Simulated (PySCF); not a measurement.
# NaCl⁺: energy against distance

Set-up: Na 6-31G(d,p), Cl 6-31G(d,p); no relativity (PySCF 2.14). Energies in eV from Na⁺ + Cl in their ground configurations at the same level. All curves are PBE0. state 1: ²Π (doublet), unpaired electrons π ↑; state 2: doublet, unpaired electrons σ ↑, a second solution, started from another occupation.

```tsv
R (Å)	state 1	state 2
2.454	-0.1604	0.3233
2.569	-0.2517	0.2276
2.683	-0.2975	0.1664
2.768	-0.3118	0.1358
2.854	-0.3145	0.1142
2.940	-0.3092	0.0990
3.054	-0.2942	0.0856
3.196	-0.2685	0.0756
3.368	-0.2343	0.0686
3.596	-0.1905	0.0630
```

Q: Put a parabola through the three lowest points of the state 1 curve and estimate Re, k and ωe (reduced mass 13.87 u; 1 eV/Å² = 0.16022 mdyn/Å; ωe = 1302.8·√(k/μ) cm⁻¹).

A: Through R = 2.768, 2.854, 2.94 Å the second-order coefficient is 0.541 eV/Å², so Re ≈ 2.840 Å, k ≈ 0.173 mdyn/Å and ωe ≈ 146 cm⁻¹. A polynomial fit of higher order to the unrounded PBE0 energies gives Re = 2.835 Å, k = 0.189 mdyn/Å, ωe = 152 cm⁻¹; anharmonicity and rounding make the difference.

The higher-order fit for each curve: state 1: Re = 2.835 Å, ωe = 152 cm⁻¹, De = 0.315 eV. State 2 gave no clean fit.

The bond is weak. Basis-set superposition, not corrected here, can be much of De in a small basis, most of all at correlated wavefunction levels. For an ion De counts to the pair picked by the measured ionisation energies or electron affinities, which need not be the lowest pair at this level. The state was picked by a PBE0 search and need not be the measured ground state.
